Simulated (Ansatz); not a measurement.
Two shapes of doublet H2F2(+) in separate pieces.

Shape 1:

```xyz
4

H     0.0000    0.3710    0.0000
H     0.0000   -0.3710    0.0000
F     0.0000    0.7060    3.0000
F     0.0000   -0.7060    3.0000
```

Shape 2:

```xyz
4

H     0.0000    0.3710    0.0000
H     0.0000   -0.3710    0.0000
F     0.0000    0.7060    4.0000
F     0.0000   -0.7060    4.0000
```

Basis set: cc-pVDZ (spherical functions). Frozen core: 2 orbitals. Charge 1, multiplicity 2.

Computed with Ansatz (development build ahead of 0.2.0); the reference of a correlated method needn't be the lowest determinant of its kind.

(1) Which shape is lower in energy, and by how much in each method?

Results:

(1)

```
     method  E(2) − E(1) (eV)
   UHF-CCSD             0.015
UHF-CCSD(T)             0.016
```

Shape 1 is lower. Caution: the reference determinant was not shown to be the lowest; the unrestricted determinant is spin contaminated; the charge can sit on one fragment and break the point group; a plain start can end on a higher determinant.
